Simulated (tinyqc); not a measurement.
Inside a calculation (part 1 of 3). Method: ROHF in the sto-3g basis, for CH3, spin multiplicity 2. Computed by tinyqc, a small Python program that keeps every step (integrals from PySCF). Settings: charge = 0, multiplicity = 2, basis = sto-3g, energy threshold = 1e-08, iteration cap = 52, orthogonalisation = symmetric, start = atomic densities, DIIS depth = 0, method = ROHF. Command: `OMP_NUM_THREADS=1 python tinyqc.py 27604 27605 out.jsonl` (the two numbers bound the seeds that draw the settings). One thread of a shared host (Intel(R) Xeon(R) Processor @ 2.60GHz), about 0.09 s of CPU time with the checks. Later iterations appear only in the table of the cycle.

## One-electron integrals

Geometry (angstrom):
```
atom          x          y         z
C      0.000000   0.000000  0.085000
H      1.168000   0.000000  0.000000
H     -0.584000   1.011000  0.000000
H     -0.584000  -1.011000  0.000000
```

Basis sto-3g: exponents (1/bohr^2) and contraction coefficients of normalised primitives:
```
element  l (shell)   exponent  coefficient
C            s (1)  71.616837     0.154329
C            s (1)  13.045096     0.535328
C            s (1)   3.530512     0.444635
C            s (2)   2.941249    -0.099967
C            s (2)   0.683483     0.399513
C            s (2)   0.222290     0.700115
C            p (3)   2.941249     0.155916
C            p (3)   0.683483     0.607684
C            p (3)   0.222290     0.391957
H            s (1)   3.425251     0.154329
H            s (1)   0.623914     0.535328
H            s (1)   0.168855     0.444635
```

Overlap, kinetic and nuclear-attraction integrals over the contracted functions; the nuclear repulsion is the sum of Za Zb / Rab.

nuclear repulsion = 8.92061810 hartree

overlap S, order 1C 1s, 1C 2s, 1C 2px, 1C 2py, 1C 2pz, 2H 1s, 3H 1s, 4H 1s:
$$\begin{pmatrix}
1.000000 & 0.248362 & 0.000000 & 0.000000 & 0.000000 & 0.051554 & 0.051607 & 0.051607 \\
0.248362 & 1.000000 & 0.000000 & 0.000000 & 0.000000 & 0.445128 & 0.445373 & 0.445373 \\
0.000000 & 0.000000 & 1.000000 & 0.000000 & 0.000000 & 0.437029 & -0.218681 & -0.218681 \\
0.000000 & 0.000000 & 0.000000 & 1.000000 & 0.000000 & 0.000000 & 0.378572 & -0.378572 \\
0.000000 & 0.000000 & 0.000000 & 0.000000 & 1.000000 & -0.031804 & -0.031829 & -0.031829 \\
0.051554 & 0.445128 & 0.437029 & 0.000000 & -0.031804 & 1.000000 & 0.114829 & 0.114829 \\
0.051607 & 0.445373 & -0.218681 & 0.378572 & -0.031829 & 0.114829 & 1.000000 & 0.114976 \\
0.051607 & 0.445373 & -0.218681 & -0.378572 & -0.031829 & 0.114829 & 0.114976 & 1.000000
\end{pmatrix}$$

kinetic energy T (hartree), order 1C 1s, 1C 2s, 1C 2px, 1C 2py, 1C 2pz, 2H 1s, 3H 1s, 4H 1s:
$$\begin{pmatrix}
15.891122 & -0.085890 & 0.000000 & 0.000000 & 0.000000 & -0.012152 & -0.012149 & -0.012149 \\
-0.085890 & 0.472250 & 0.000000 & 0.000000 & 0.000000 & 0.082331 & 0.082456 & 0.082456 \\
0.000000 & 0.000000 & 1.477728 & 0.000000 & 0.000000 & 0.213252 & -0.106790 & -0.106790 \\
0.000000 & 0.000000 & 0.000000 & 1.477728 & 0.000000 & 0.000000 & 0.184870 & -0.184870 \\
0.000000 & 0.000000 & 0.000000 & 0.000000 & 1.477728 & -0.015519 & -0.015543 & -0.015543 \\
-0.012152 & 0.082331 & 0.213252 & 0.000000 & -0.015519 & 0.760032 & -0.010366 & -0.010366 \\
-0.012149 & 0.082456 & -0.106790 & 0.184870 & -0.015543 & -0.010366 & 0.760032 & -0.010357 \\
-0.012149 & 0.082456 & -0.106790 & -0.184870 & -0.015543 & -0.010366 & -0.010357 & 0.760032
\end{pmatrix}$$

nuclear attraction V (hartree), order 1C 1s, 1C 2s, 1C 2px, 1C 2py, 1C 2pz, 2H 1s, 3H 1s, 4H 1s:
$$\begin{pmatrix}
-35.008689 & -4.528995 & 0.000017 & 0.000000 & 0.003197 & -0.954473 & -0.955480 & -0.955480 \\
-4.528995 & -6.519340 & 0.000151 & 0.000000 & 0.033851 & -2.412195 & -2.413897 & -2.413897 \\
0.000017 & 0.000151 & -6.531499 & 0.000000 & -0.000012 & -2.187098 & 1.094624 & 1.094624 \\
0.000000 & 0.000000 & 0.000000 & -6.531501 & 0.000000 & 0.000000 & -1.894907 & 1.894907 \\
0.003197 & 0.033851 & -0.000012 & 0.000000 & -6.368485 & 0.166464 & 0.166620 & 0.166620 \\
-0.954473 & -2.412195 & -2.187098 & 0.000000 & 0.166464 & -4.418448 & -0.567180 & -0.567180 \\
-0.955480 & -2.413897 & 1.094624 & -1.894907 & 0.166620 & -0.567180 & -4.419492 & -0.567918 \\
-0.955480 & -2.413897 & 1.094624 & 1.894907 & 0.166620 & -0.567180 & -0.567918 & -4.419492
\end{pmatrix}$$

core Hamiltonian H = T + V (hartree), order 1C 1s, 1C 2s, 1C 2px, 1C 2py, 1C 2pz, 2H 1s, 3H 1s, 4H 1s:
$$\begin{pmatrix}
-19.117568 & -4.614885 & 0.000017 & 0.000000 & 0.003197 & -0.966626 & -0.967629 & -0.967629 \\
-4.614885 & -6.047090 & 0.000151 & 0.000000 & 0.033851 & -2.329865 & -2.331441 & -2.331441 \\
0.000017 & 0.000151 & -5.053771 & 0.000000 & -0.000012 & -1.973846 & 0.987835 & 0.987835 \\
0.000000 & 0.000000 & 0.000000 & -5.053773 & 0.000000 & 0.000000 & -1.710036 & 1.710036 \\
0.003197 & 0.033851 & -0.000012 & 0.000000 & -4.890757 & 0.150945 & 0.151077 & 0.151077 \\
-0.966626 & -2.329865 & -1.973846 & 0.000000 & 0.150945 & -3.658416 & -0.577545 & -0.577545 \\
-0.967629 & -2.331441 & 0.987835 & -1.710036 & 0.151077 & -0.577545 & -3.659460 & -0.578275 \\
-0.967629 & -2.331441 & 0.987835 & 1.710036 & 0.151077 & -0.577545 & -0.578275 & -3.659460
\end{pmatrix}$$

## Two-electron integrals

Functions are numbered as in S; the eight-fold symmetry (ij|kl) = (ji|kl) = (kl|ij) leaves the list below.

Two-electron integrals (ij|kl) in chemists' order, unique and non-zero (hartree):
```
(11|11) 3.541948    (21|11) 0.576921    (21|21) 0.111888    (22|11) 0.854682
(22|21) 0.205284    (22|22) 0.624709    (31|31) 0.020296    (32|31) 0.030858
(32|32) 0.137996    (33|11) 0.852436    (33|21) 0.205335    (33|22) 0.624568
(33|33) 0.672833    (41|41) 0.020296    (42|41) 0.030858    (42|42) 0.137996
(43|43) 0.036269    (44|11) 0.852436    (44|21) 0.205335    (44|22) 0.624568
(44|33) 0.600295    (44|44) 0.672833    (51|51) 0.020296    (52|51) 0.030858
(52|52) 0.137996    (53|53) 0.036269    (54|54) 0.036269    (55|11) 0.852436
(55|21) 0.205335    (55|22) 0.624568    (55|33) 0.600295    (55|44) 0.600295
(55|55) 0.672833    (61|11) 0.120442    (61|21) 0.023222    (61|22) 0.042542
(61|31) 0.001413    (61|32) 0.002634    (61|33) 0.042846    (61|44) 0.042396
(61|51) -0.000103   (61|52) -0.000192   (61|53) -0.000033   (61|55) 0.042398
(61|61) 0.004928    (62|11) 0.292636    (62|21) 0.071245    (62|22) 0.239010
(62|31) 0.006766    (62|32) 0.046892    (62|33) 0.250229    (62|44) 0.233244
(62|51) -0.000492   (62|52) -0.003413   (62|53) -0.001236   (62|55) 0.233334
(62|61) 0.015431    (62|62) 0.120496    (63|11) 0.250096    (63|21) 0.061670
(63|22) 0.219370    (63|31) 0.012296    (63|32) 0.078001    (63|33) 0.241148
(63|44) 0.208324    (63|51) -0.000371   (63|52) -0.002903   (63|53) -0.001724
(63|55) 0.208401    (63|61) 0.013976    (63|62) 0.131342    (63|63) 0.155263
(64|41) 0.007198    (64|42) 0.038105    (64|43) 0.009137    (64|54) -0.000665
(64|64) 0.014697    (65|11) -0.018200   (65|21) -0.004488   (65|22) -0.015964
(65|31) -0.000371   (65|32) -0.002903   (65|33) -0.016219   (65|44) -0.015161
(65|51) 0.007225    (65|52) 0.038316    (65|53) 0.009214    (65|55) -0.016496
(65|61) -0.001017   (65|62) -0.009558   (65|63) -0.010230   (65|65) 0.015441
(66|11) 0.444302    (66|21) 0.110014    (66|22) 0.419816    (66|31) 0.013050
(66|32) 0.121724    (66|33) 0.463430    (66|44) 0.397576    (66|51) -0.000950
(66|52) -0.008858   (66|53) -0.004792   (66|55) 0.397925    (66|61) 0.024168
(66|62) 0.268526    (66|63) 0.323144    (66|65) -0.023516   (66|66) 0.774606
(71|11) 0.120568    (71|21) 0.023246    (71|22) 0.042586    (71|31) -0.000707
(71|32) -0.001319   (71|33) 0.042553    (71|41) 0.001225    (71|42) 0.002283
(71|43) -0.000195   (71|44) 0.042778    (71|51) -0.000103   (71|52) -0.000192
(71|53) 0.000016    (71|54) -0.000028   (71|55) 0.042442    (71|61) 0.004774
(71|62) 0.014482    (71|63) 0.012253    (71|64) 0.000510    (71|65) -0.000956
(71|66) 0.022244    (71|71) 0.004938    (72|11) 0.292846    (72|21) 0.071295
(72|22) 0.239168    (72|31) -0.003387   (72|32) -0.023468   (72|33) 0.237650
(72|41) 0.005863    (72|42) 0.040628    (72|43) -0.007361   (72|44) 0.246141
(72|51) -0.000493   (72|52) -0.003416   (72|53) 0.000619    (72|54) -0.001071
(72|55) 0.233488    (72|61) 0.014477    (72|62) 0.085351    (72|63) 0.072970
(72|64) 0.010091    (72|65) -0.006583   (72|66) 0.147606    (72|71) 0.015458
(72|72) 0.120638    (73|11) -0.125166   (73|21) -0.030864   (73|22) -0.109783
(73|31) 0.008481    (73|32) 0.048121    (73|33) -0.115223   (73|41) -0.002210
(73|42) -0.017287   (73|43) 0.011071    (73|44) -0.109714   (73|51) 0.000186
(73|52) 0.001453    (73|53) -0.000931   (73|54) 0.000459    (73|55) -0.104293
(73|61) -0.005684   (73|62) -0.027752   (73|63) -0.015008   (73|64) -0.002413
(73|65) 0.002102    (73|66) -0.039694   (73|71) -0.007002   (73|72) -0.065764
(73|73) 0.049917    (74|11) 0.216683    (74|21) 0.053430    (74|22) 0.190052
(74|31) -0.002210   (74|32) -0.017287   (74|33) 0.183636    (74|41) 0.011029
(74|42) 0.068062    (74|43) -0.010032   (74|44) 0.205768    (74|51) -0.000322
(74|52) -0.002516   (74|53) 0.000459    (74|54) -0.001460   (74|55) 0.180549
(74|61) 0.010860    (74|62) 0.068223    (74|63) 0.058025    (74|64) 0.017113
(74|65) -0.005158   (74|66) 0.118586    (74|71) 0.012122    (74|72) 0.113848
(74|73) -0.060937   (74|74) 0.120209    (75|11) -0.018218   (75|21) -0.004492
(75|22) -0.015979   (75|31) 0.000186    (75|32) 0.001453    (75|33) -0.015439
(75|41) -0.000322   (75|42) -0.002516   (75|43) 0.000459    (75|44) -0.015969
(75|51) 0.007231    (75|52) 0.038346    (75|53) -0.004612   (75|54) 0.007984
(75|55) -0.016511   (75|61) -0.000956   (75|62) -0.006584   (75|63) -0.005520
(75|64) -0.000759   (75|65) 0.010197    (75|66) -0.012067   (75|71) -0.001019
(75|72) -0.009572   (75|73) 0.005123    (75|74) -0.008869   (75|75) 0.015463
(76|11) 0.067636    (76|21) 0.016520    (76|22) 0.057346    (76|31) 0.000653
(76|32) 0.004822    (76|33) 0.057845    (76|41) 0.001132    (76|42) 0.008350
(76|43) 0.000344    (76|44) 0.058241    (76|51) -0.000190   (76|52) -0.001404
(76|53) -0.000189   (76|54) -0.000328   (76|55) 0.055895    (76|61) 0.003489
(76|62) 0.025753    (76|63) 0.026032    (76|64) 0.002788    (76|65) -0.002246
(76|66) 0.053475    (76|71) 0.003493    (76|72) 0.025766    (76|73) -0.010609
(76|74) 0.023945    (76|75) -0.002248   (76|76) 0.006774    (77|11) 0.444459
(77|21) 0.110052    (77|22) 0.419932    (77|31) -0.006531   (77|32) -0.060907
(77|33) 0.414166    (77|41) 0.011307    (77|42) 0.105440    (77|43) -0.028533
(77|44) 0.447080    (77|51) -0.000951   (77|52) -0.008865   (77|53) 0.002399
(77|54) -0.004153   (77|55) 0.398033    (77|61) 0.022228    (77|62) 0.147547
(77|63) 0.122512    (77|64) 0.024933    (77|65) -0.012060   (77|66) 0.260798
(77|71) 0.024202    (77|72) 0.268708    (77|73) -0.161723   (77|74) 0.279969
(77|75) -0.023538   (77|76) 0.053475    (77|77) 0.774606    (81|11) 0.120568
(81|21) 0.023246    (81|22) 0.042586    (81|31) -0.000707   (81|32) -0.001319
(81|33) 0.042553    (81|41) -0.001225   (81|42) -0.002283   (81|43) 0.000195
(81|44) 0.042778    (81|51) -0.000103   (81|52) -0.000192   (81|53) 0.000016
(81|54) 0.000028    (81|55) 0.042442    (81|61) 0.004774    (81|62) 0.014482
(81|63) 0.012253    (81|64) -0.000510   (81|65) -0.000956   (81|66) 0.022244
(81|71) 0.004779    (81|72) 0.014492    (81|73) -0.006575   (81|74) 0.010361
(81|75) -0.000957   (81|76) 0.003316    (81|77) 0.022252    (81|81) 0.004938
(82|11) 0.292846    (82|21) 0.071295    (82|22) 0.239168    (82|31) -0.003387
(82|32) -0.023468   (82|33) 0.237650    (82|41) -0.005863   (82|42) -0.040628
(82|43) 0.007361    (82|44) 0.246141    (82|51) -0.000493   (82|52) -0.003416
(82|53) 0.000619    (82|54) 0.001071    (82|55) 0.233488    (82|61) 0.014477
(82|62) 0.085351    (82|63) 0.072970    (82|64) -0.010091   (82|65) -0.006583
(82|66) 0.147606    (82|71) 0.014492    (82|72) 0.085415    (82|73) -0.045272
(82|74) 0.058172    (82|75) -0.006589   (82|76) 0.019486    (82|77) 0.147662
(82|81) 0.015458    (82|82) 0.120638    (83|11) -0.125166   (83|21) -0.030864
(83|22) -0.109783   (83|31) 0.008481    (83|32) 0.048121    (83|33) -0.115223
(83|41) 0.002210    (83|42) 0.017287    (83|43) -0.011071   (83|44) -0.109714
(83|51) 0.000186    (83|52) 0.001453    (83|53) -0.000931   (83|54) -0.000459
(83|55) -0.104293   (83|61) -0.005684   (83|62) -0.027752   (83|63) -0.015008
(83|64) 0.002413    (83|65) 0.002102    (83|66) -0.039694   (83|71) -0.006575
(83|72) -0.045272   (83|73) 0.033214    (83|74) -0.030247   (83|75) 0.003421
(83|76) -0.007962   (83|77) -0.082942   (83|81) -0.007002   (83|82) -0.065764
(83|83) 0.049917    (84|11) -0.216683   (84|21) -0.053430   (84|22) -0.190052
(84|31) 0.002210    (84|32) 0.017287    (84|33) -0.183636   (84|41) 0.011029
(84|42) 0.068062    (84|43) -0.010032   (84|44) -0.205768   (84|51) 0.000322
(84|52) 0.002516    (84|53) -0.000459   (84|54) -0.001460   (84|55) -0.180549
(84|61) -0.010860   (84|62) -0.068223   (84|63) -0.058025   (84|64) 0.017113
(84|65) 0.005158    (84|66) -0.118586   (84|71) -0.010361   (84|72) -0.058172
(84|73) 0.030247    (84|74) -0.031055   (84|75) 0.004402    (84|76) -0.013783
(84|77) -0.093668   (84|81) -0.012122   (84|82) -0.113848   (84|83) 0.060937
(84|84) 0.120209    (85|11) -0.018218   (85|21) -0.004492   (85|22) -0.015979
(85|31) 0.000186    (85|32) 0.001453    (85|33) -0.015439   (85|41) 0.000322
(85|42) 0.002516    (85|43) -0.000459   (85|44) -0.015969   (85|51) 0.007231
(85|52) 0.038346    (85|53) -0.004612   (85|54) -0.007984   (85|55) -0.016511
(85|61) -0.000956   (85|62) -0.006584   (85|63) -0.005520   (85|64) 0.000759
(85|65) 0.010197    (85|66) -0.012067   (85|71) -0.000957   (85|72) -0.006589
(85|73) 0.003421    (85|74) -0.004402   (85|75) 0.010206    (85|76) -0.001649
(85|77) -0.012072   (85|81) -0.001019   (85|82) -0.009572   (85|83) 0.005123
(85|84) 0.008869    (85|85) 0.015463    (86|11) 0.067636    (86|21) 0.016520
(86|22) 0.057346    (86|31) 0.000653    (86|32) 0.004822    (86|33) 0.057845
(86|41) -0.001132   (86|42) -0.008350   (86|43) -0.000344   (86|44) 0.058241
(86|51) -0.000190   (86|52) -0.001404   (86|53) -0.000189   (86|54) 0.000328
(86|55) 0.055895    (86|61) 0.003489    (86|62) 0.025753    (86|63) 0.026032
(86|64) -0.002788   (86|65) -0.002246   (86|66) 0.053475    (86|71) 0.003316
(86|72) 0.019486    (86|73) -0.007962   (86|74) 0.013783    (86|75) -0.001649
(86|76) 0.005345    (86|77) 0.033301    (86|81) 0.003493    (86|82) 0.025766
(86|83) -0.010609   (86|84) -0.023945   (86|85) -0.002248   (86|86) 0.006774
(87|11) 0.067721    (87|21) 0.016541    (87|22) 0.057419    (87|31) -0.001309
(87|32) -0.009659   (87|33) 0.058516    (87|44) 0.057718    (87|51) -0.000191
(87|52) -0.001406   (87|53) 0.000379    (87|55) 0.055966    (87|61) 0.003316
(87|62) 0.019497    (87|63) 0.015929    (87|65) -0.001649   (87|66) 0.033333
(87|71) 0.003497    (87|72) 0.025802    (87|73) -0.015464   (87|74) 0.021185
(87|75) -0.002251   (87|76) 0.005351    (87|77) 0.053555    (87|81) 0.003497
(87|82) 0.025802    (87|83) -0.015464   (87|84) -0.021185   (87|85) -0.002251
(87|86) 0.005351    (87|87) 0.006792    (88|11) 0.444459    (88|21) 0.110052
(88|22) 0.419932    (88|31) -0.006531   (88|32) -0.060907   (88|33) 0.414166
(88|41) -0.011307   (88|42) -0.105440   (88|43) 0.028533    (88|44) 0.447080
(88|51) -0.000951   (88|52) -0.008865   (88|53) 0.002399    (88|54) 0.004153
(88|55) 0.398033    (88|61) 0.022228    (88|62) 0.147547    (88|63) 0.122512
(88|64) -0.024933   (88|65) -0.012060   (88|66) 0.260798    (88|71) 0.022252
(88|72) 0.147662    (88|73) -0.082942   (88|74) 0.093668    (88|75) -0.012072
(88|76) 0.033301    (88|77) 0.260896    (88|81) 0.024202    (88|82) 0.268708
(88|83) -0.161723   (88|84) -0.279969   (88|85) -0.023538   (88|86) 0.053475
(88|87) 0.053555    (88|88) 0.774606
```

## Orthogonalisation

S = U s U^T; symmetric (Loewdin) form X = U s^(-1/2) U^T, so that X^T S X = 1.

eigenvalues of S: [0.307794, 0.404052, 0.404158, 0.961986, 1.007476, 1.480972, 1.481062, 1.952500]

X, order 1C 1s, 1C 2s, 1C 2px, 1C 2py, 1C 2pz, 2H 1s, 3H 1s, 4H 1s:
$$\begin{pmatrix}
1.028085 & -0.161506 & 0.000013 & 0.000000 & 0.002243 & 0.024508 & 0.024518 & 0.024518 \\
-0.161506 & 1.343603 & -0.000184 & 0.000000 & -0.022287 & -0.294537 & -0.294825 & -0.294825 \\
0.000013 & -0.000184 & 1.157305 & 0.000000 & 0.000014 & -0.304854 & 0.152591 & 0.152591 \\
0.000000 & 0.000000 & 0.000000 & 1.157343 & 0.000000 & 0.000000 & -0.264165 & 0.264165 \\
0.002243 & -0.022287 & 0.000014 & 0.000000 & 1.001555 & 0.020628 & 0.020653 & 0.020653 \\
0.024508 & -0.294537 & -0.304854 & 0.000000 & 0.020628 & 1.211708 & -0.025578 & -0.025578 \\
0.024518 & -0.294825 & 0.152591 & -0.264165 & 0.020653 & -0.025578 & 1.211992 & -0.025580 \\
0.024518 & -0.294825 & 0.152591 & 0.264165 & 0.020653 & -0.025578 & -0.025580 & 1.211992
\end{pmatrix}$$

## Starting guess

The start is atomic minimal-basis densities projected into this basis (PySCF's MINAO start) and scaled to the electron count of each spin; this density is not idempotent, so its energy is not variational and may lie below the converged one.

D(alpha) at the start, order 1C 1s, 1C 2s, 1C 2px, 1C 2py, 1C 2pz, 2H 1s, 3H 1s, 4H 1s:
$$\begin{pmatrix}
1.188597 & -0.275652 & -0.000007 & 0.000000 & -0.001437 & -0.012120 & -0.012125 & -0.012125 \\
-0.275652 & 1.124975 & 0.000025 & 0.000000 & 0.005267 & 0.044131 & 0.044135 & 0.044135 \\
-0.000007 & 0.000025 & 0.327350 & 0.000000 & -0.000002 & 0.033637 & -0.016814 & -0.016814 \\
0.000000 & 0.000000 & 0.000000 & 0.327361 & 0.000000 & 0.000000 & 0.029120 & -0.029120 \\
-0.001437 & 0.005267 & -0.000002 & 0.000000 & 0.365472 & -0.001518 & -0.001518 & -0.001518 \\
-0.012120 & 0.044131 & 0.033637 & 0.000000 & -0.001518 & 0.529270 & 0.018435 & 0.018435 \\
-0.012125 & 0.044135 & -0.016814 & 0.029120 & -0.001518 & 0.018435 & 0.529265 & 0.018456 \\
-0.012125 & 0.044135 & -0.016814 & -0.029120 & -0.001518 & 0.018435 & 0.018456 & 0.529265
\end{pmatrix}$$

D(beta) at the start, order 1C 1s, 1C 2s, 1C 2px, 1C 2py, 1C 2pz, 2H 1s, 3H 1s, 4H 1s:
$$\begin{pmatrix}
0.950878 & -0.220522 & -0.000005 & 0.000000 & -0.001149 & -0.009696 & -0.009700 & -0.009700 \\
-0.220522 & 0.899980 & 0.000020 & 0.000000 & 0.004214 & 0.035305 & 0.035308 & 0.035308 \\
-0.000005 & 0.000020 & 0.261880 & 0.000000 & -0.000002 & 0.026910 & -0.013451 & -0.013451 \\
0.000000 & 0.000000 & 0.000000 & 0.261889 & 0.000000 & 0.000000 & 0.023296 & -0.023296 \\
-0.001149 & 0.004214 & -0.000002 & 0.000000 & 0.292378 & -0.001215 & -0.001215 & -0.001215 \\
-0.009696 & 0.035305 & 0.026910 & 0.000000 & -0.001215 & 0.423416 & 0.014748 & 0.014748 \\
-0.009700 & 0.035308 & -0.013451 & 0.023296 & -0.001215 & 0.014748 & 0.423412 & 0.014765 \\
-0.009700 & 0.035308 & -0.013451 & -0.023296 & -0.001215 & 0.014748 & 0.014765 & 0.423412
\end{pmatrix}$$
